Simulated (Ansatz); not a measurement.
## CF2 (SMILES F[C]F): the energy, rung by rung

CF2 has 3 atoms, charge 0, and is taken as a singlet. As SMILES, `F[C]F`. The coordinates come from a GFN2-xTB relaxation.

```xyz
3

F     0.3969    1.0328    0.3328
C     0.3268   -0.2722    0.1497
F    -0.7238   -0.7606   -0.4825
```

Each level gives the energy change with the F1–C2 bond stretched from 1.320 to 1.979 Å (eV). The values are calculated.

```
                        level                    kind  program  value (eV)  less FCI/STO-3G
       HF/STO-3G (restricted)            Hartree–Fock   Ansatz        4.82            +2.26
    SVWN5/STO-3G (restricted)                     LDA   Ansatz        3.08            +0.52
      PBE/STO-3G (restricted)                     GGA   Ansatz        2.64            +0.08
    B3LYP/STO-3G (restricted)           global hybrid   Ansatz        3.18            +0.62
CAM-B3LYP/STO-3G (restricted)  range-separated hybrid   Ansatz        3.62            +1.06
    HSE06/STO-3G (restricted)  range-separated hybrid   Ansatz        3.47            +0.91
  RPA@PBE/STO-3G (restricted)                     RPA   Ansatz        2.46            -0.10
  BCCD(T)/STO-3G (restricted)   coupled cluster or CI   Ansatz        2.69            +0.13
                   FCI/STO-3G      exact in the basis   Ansatz        2.56             0.00
```

FCI/STO-3G is exact within its basis and frozen core, so for wave-function methods in that basis the difference is their error; functionals converge differently with the basis, so for them it is only a difference. Spin-restricted single references rise too steeply as a bond breaks, Hartree–Fock most of all. The first shape isn't each level's own minimum. The values span 2.46 to 4.82 eV. All rows use very small basis sets, so even the best lies far from the true value.
